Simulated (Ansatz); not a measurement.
# How far each method lies from UCCSDT(Q) for [NH2···H···SiH], doublet

Geometry: a point of a hydrogen-transfer path between rigid fragments, not a stationary point.

```xyz
6

N    -1.9902    0.0200   -0.0192
H    -2.2875    0.9878   -0.0192
H    -2.2875   -0.3823    0.8610
H    -0.9777    0.0200   -0.0192
Si    1.1368    0.0200   -0.0192
H     1.5332   -1.4595   -0.0192
```

Basis cc-pVDZ; Ansatz 0.2.0. Only valence electrons are correlated (noble-gas cores frozen), which leaves 13 electrons in 46 orbitals. R marks a restricted (for open shells ROHF) determinant, U an unrestricted one. Active spaces: pair = (3e, 3o) about the gap.

Full CI isn't at hand for all of this; UCCSDT(Q) serves as the reference, and is uncertain by about the last step of the cluster series. The frozen core follows each run's orbitals, which can shift R against U totals by a few meV.

For open shells CISD is restricted-active-space CI with the open shells as a complete middle space.

- UHF ⟨S²⟩: 0.771
- T1 diagnostic (RCCSD): 0.0154
- largest doubles amplitude (RCCSD): 0.073
- T1 diagnostic (UCCSD): 0.0151

```
   level  E − E(RHF) (eV)
     UHF          -0.1164
    RMP2          -7.1142
    UMP2          -7.1011
   RCCSD          -8.1680
   UCCSD          -8.1711
RCCSD(T)          -8.3449
UCCSD(T)          -8.3453
```

(1) Estimate how far UCCSDT(Q) in cc-pVDZ lies from RCCSD(T). The table doesn't fix it; the size of (T) and the diagnostics are the guide.

(1) UCCSDT(Q) in cc-pVDZ lies 36 meV below RCCSD(T), which is 21 % of the (T) step (-177 meV). The diagnostics are small and one determinant leads, so the series closes fast and only a small part of (T) is left.

The other levels:

```
                level  E − E(UCCSDT(Q)) (meV)  share of correlation (%)  wall time
                 CISD                     963                     88.51        6 s
              BCCD(T)                      36                     99.57      7.5 s
               RCCSDT                      12                     99.85          –
               UCCSDT                      12                     99.85          –
            RCCSDT(Q)                       0                    100.00    3.8 min
  CASSCF (pair space)                    7892                      5.84          –
  MRCISD (pair space)                     876                     89.55          –
MRCISD+Q (pair space)                      99                     98.82      2.6 s
```

The correlation energy at UCCSDT(Q), counted from RHF, is -8.381 eV. That run took 4.1 min on 1 thread of Arm Neoverse V1, shared host.

Times hold each run's SCF and search for its determinant on a shared host, so for small cases they say little of a method's own cost; they ran on 1 thread of Arm Neoverse V1.
